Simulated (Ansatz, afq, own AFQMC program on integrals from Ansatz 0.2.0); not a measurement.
## Where AFQMC and coupled cluster stand for GeNH₂, quartet

```csv
atom,x (Å),y (Å),z (Å)
Ge,-0.0995,0.5458,3.2197
N,-0.3619,-0.1938,-3.3405
H,0.1824,-0.8169,3.9197
H,0.2791,0.4650,-3.7989
```

Connectivity, by distances: GeH ··· NH.

Basis cc-pVDZ. Only valence electrons are correlated. Ansatz 0.2.0 and our own AFQMC program on the same integrals; the CISD trial comes from CCSD amplitudes, and released means the phaseless constraint is let go. Error bars are statistical, one sigma. No spin–orbit coupling.

Determinant: ROHF, the one that the program's search chose, which needn't be the lowest solution. The geometry is a point of a scan.

No full CI on the walks' own integrals is used here; CCSDT(Q) serves as the reference and is uncertain by about the last step of the cluster series.

Cautions: no relativity below Rb; no spin-orbit coupling; inner d shell frozen; lower spins were not checked.

The T1 diagnostic is 0.0182 and the weight of the determinant in the CISD state is 0.891. The size of the correlated space is 11 electrons in 36 orbitals.

Reference: CCSDT(Q), correlation energy -5.961 eV. The released energy is read at 2.40 1/Eh (meV from the phaseless value at times in 1/Eh: -14 ± 8 at 0.24, -23 ± 10 at 0.51, -32 ± 10 at 0.99, -30 ± 13 at 1.62, -24 ± 12 at 2.40).

```tsv
level	E − E(reference) (kcal/mol)	share of correlation (%)
HF	137.46	0.00
MP2	27.95	79.67
CCSD	2.42	98.24
CCSD(T)	0.54	99.61
CCSDT	0.09	99.93
ph-AFQMC/HF	2.70 ± 1.09	98.03
ph-AFQMC/CISD	0.65 ± 0.18	99.53
released AFQMC	0.10 ± 0.28	99.93
```

Released energies are given only where the last usable release times agree within the noise; a slower fall can still hide under it.
